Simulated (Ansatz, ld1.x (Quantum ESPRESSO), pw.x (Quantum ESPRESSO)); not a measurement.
**What a changed setting does to a pw.x run (bcc Pd)**

Potential: PAW, ld1.x (Quantum ESPRESSO) 7.5, PBEsol; core [Ar] 3d10, reference 4s2 4p6 4d8 5s0 5p0; waves: 4s (bound): rcut 1.20, rcutus 1.35 bohr; 5s (bound, empty): rcut 1.20, rcutus 1.35 bohr; 4p (bound): rcut 1.35, rcutus 2.02 bohr; 5p (bound, empty): rcut 1.35, rcutus 2.02 bohr; 4d (bound): rcut 1.20, rcutus 1.60 bohr; 4d channel at -1.35 Ry: rcut 1.20, rcutus 1.60 bohr; local part: all-electron potential smoothed inside 1.30 bohr (lloc = -2); core correction: Bessel-smoothed model core inside 1.15 bohr; augmentation: BESSEL, radius 1.10 bohr.

The reference run (k-mesh 15³, cutoffs 85/680 Ry, Fermi–Dirac 0.01 Ry, mixing_beta 0.4, conv_thr 1e-9, no spin) gives -1.95 GPa at 14.707 Å³/atom, where all-electron LAPW gives -0.15 GPa. This run, with its own iteration cap, changes mixing_ndim to 16.

```
&control
  calculation='scf', prefix='x', pseudo_dir='./', outdir='./tmp', tstress=.true., disk_io='none'
/
&system
  ibrav=0, nat=1, ntyp=1, ecutwfc=85, ecutrho=680, nbnd=17,
  occupations='smearing', smearing='fd', degauss=0.01
/
&electrons
  conv_thr=1e-09, mixing_beta=0.4, electron_maxstep=60, mixing_ndim=16
/
ATOMIC_SPECIES
Pd 1.0 Pd.UPF
CELL_PARAMETERS angstrom
  -1.54343390 1.54343390 1.54343390
  1.54343390 -1.54343390 1.54343390
  1.54343390 1.54343390 -1.54343390
ATOMIC_POSITIONS crystal
Pd 0.0000 0.0000 0.0000
K_POINTS automatic
15 15 15 0 0 0
```

```bash
pw.x < Pd.scf.in > Pd.scf.out
```

Task: How does the run end?

Result: It converges in 11 iterations; the free energy moves by +0.0 meV/atom and the pressure by -0.02 GPa. The result is that of the reference run.

```
Message from routine setup:
     using ibrav=0 with symmetry is DISCOURAGED, use correct ibrav instead
     lattice parameter (alat)  =       5.0518  a.u.
     unit-cell volume          =      99.2478 (a.u.)^3
     number of electrons       =        18.00
     number of Kohn-Sham states=           17
     kinetic-energy cutoff     =      85.0000  Ry
     charge density cutoff     =     680.0000  Ry
     scf convergence threshold =      1.0E-09
     Exchange-correlation= SLA  PW   PSX  PSC
     number of k points=   120  Fermi-Dirac smearing, width (Ry)=  0.0100
     iteration #  1     ecut=    85.00 Ry     beta= 0.40
     total energy              =    -504.80263047 Ry
     estimated scf accuracy    <      11.58881887 Ry
     iteration #  2     ecut=    85.00 Ry     beta= 0.40
     total energy              =    -507.06858454 Ry
     estimated scf accuracy    <       0.08152623 Ry
     iteration #  3     ecut=    85.00 Ry     beta= 0.40
     total energy              =    -507.08549676 Ry
     estimated scf accuracy    <       0.01138311 Ry
     [... 5 iterations left out ...]
     iteration #  9     ecut=    85.00 Ry     beta= 0.40
     total energy              =    -507.13012371 Ry
     estimated scf accuracy    <       0.00000082 Ry
     iteration # 10     ecut=    85.00 Ry     beta= 0.40
     total energy              =    -507.13012426 Ry
     estimated scf accuracy    <       0.00000009 Ry
     iteration # 11     ecut=    85.00 Ry     beta= 0.40
     the Fermi energy is    18.8084 ev
!    total energy              =    -507.13012428 Ry
     estimated scf accuracy    <          3.2E-10 Ry
     smearing contrib. (-TS)   =      -0.00531043 Ry
     convergence has been achieved in  11 iterations
          total   stress  (Ry/bohr**3)                   (kbar)     P=      -19.69
     Message from routine punch:
     Nothing written, as per user request (disk_io='none')
```

The run took about 27 s on one core of a shared server CPU.
